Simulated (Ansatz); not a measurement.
**CCSD(T) against full CI for several species**

Each species is computed at the geometry given (Å), with frozen cores, in Ansatz 0.2.0: RHF-CCSD(T) for singlets, UHF-CCSD(T) otherwise, and full CI in the same basis. The program picks the determinant by trial CCSD, so it needn't be the lowest Hartree–Fock solution. States: HNAl A'', AlH2 A1, Al2 Σg⁻ or Δg. Cases whose determinant has another symmetry than full CI's state, or whose (Q) step broke down, weren't drawn.

Task: Judging by size, spin and bonding, rank them by the size of CCSD(T)'s error in total energy against full CI in the same basis, smallest first (an estimate).
A. HNAl, quartet, 6-31G: Al 0.000 0.040 3.567; N 0.000 0.453 -1.583; H 0.000 -0.494 -1.984
B. AlH$_{2}$, doublet, aug-cc-pVDZ: Al 0.000 -0.081 0.000; H 0.000 1.085 -1.233; H 0.000 1.085 1.233
C. Al$_{2}$, triplet, aug-cc-pVDZ: Al 0.000 0.000 0.000; Al 0.000 0.000 2.538

Result: A (6.1 meV), B (17.1 meV), C (79.1 meV).

```
      species        basis  correlated electrons  CCSD(T) − full CI (meV)  CCSDT(Q) − full CI (meV)  unpaired electrons (full CI)     T1  ⟨S²⟩ of the determinant
HNAl, quartet        6-31G                     9                      6.1                      -0.7                          3.06  0.008                     3.76
AlH2, doublet  aug-cc-pVDZ                     5                     17.1                      -0.3                          1.04  0.018                     0.76
 Al2, triplet  aug-cc-pVDZ                     6                     79.1                       2.3                          2.23  0.035                     2.04
```

Unpaired electrons are Σ n²(2−n)² over natural occupations; an open shell counts its own unpaired electrons too. Frozen cores follow each run's orbitals, which moves totals by a few meV.
